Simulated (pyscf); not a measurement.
## Concerted two-bond exchange: :HSi–O–SiH₃ [singlet] + H₂ -> O=SiH₂ + SiH₄

Gas phase, singlet surface, charge 0. Bonds broken: O2–Si3, H4–H5. Bonds formed: Si1–H5, Si3–H4. PySCF, gas phase, ωB97X-D3(BJ)/def2-SVP geometries.

Transition state (Å):

```xyz
9

Si     1.4181    -0.2146     0.2378
O      0.3394     0.3739     1.2395
Si    -1.4464     0.5407     0.7019
H     -0.7372    -0.1273    -0.7268
H      0.4989    -0.4805    -1.0012
H      2.7572    -0.2496     0.8949
H     -2.3708    -0.6460     0.7060
H     -1.7216     1.1012     2.0817
H     -1.8924     1.6967    -0.1509
```

One imaginary mode, 1307i cm⁻¹; descent along it reached the two sides named.

| bond | change | reactant side (Å) | saddle | product side |
|---|---|---|---|---|
| O2–Si3 | breaks | 1.673 | 1.872 | 2.9 |
| H4–H5 | breaks | 0.761 | 1.315 | 2.9 |
| Si1–H5 | forms | 3.3 | 1.565 | 1.486 |
| Si3–H4 | forms | 3.3 | 1.729 | 1.493 |

Electronic energies relative to the separated reactants (kcal/mol):

```
level                   barrier  reaction energy  reverse barrier
----------------------  -------  ---------------  ---------------
ωB97X-D3(BJ)/def2-TZVP     56.6            +19.0             37.6
PBE/def2-TZVP              45.2            +13.9             31.3
r²SCAN/def2-TZVP           47.8            +14.9             32.9
B3LYP-D3(BJ)/def2-TZVP     54.7            +18.5             36.1
PBE0-D3(BJ)/def2-TZVP      49.8            +17.4             32.4
M06-2X/def2-TZVP           60.6            +24.2             36.4
ωB97M-D3(BJ)/def2-TZVP     58.4            +20.0             38.4
HF/def2-TZVP               77.3            +21.7             55.5
```

With ωB97M-D3(BJ)/def2-TZVP energies and thermal terms (ideal gas, 1 atm, RRHO with modes under 100 cm⁻¹ raised to 100, one conformer, R ln 2 for chiral ones without a mode under 150 cm⁻¹), in kcal/mol:

| T (K) | ΔH‡ | ΔG‡ | ΔH | ΔG |
|---|---|---|---|---|
| 298 | 58.3 | 67.1 | +21.1 | +20.7 |
| 600 | 57.5 | 76.4 | +19.8 | +20.8 |
| 900 | 57.4 | 85.9 | +18.9 | +21.6 |
| 1200 | 57.6 | 95.3 | +18.3 | +22.6 |

This saddle turned up in a search for another step; its sides and bond changes are read from the two ends of the descent. This is the saddle that the search found; another between the same sides may lie lower.
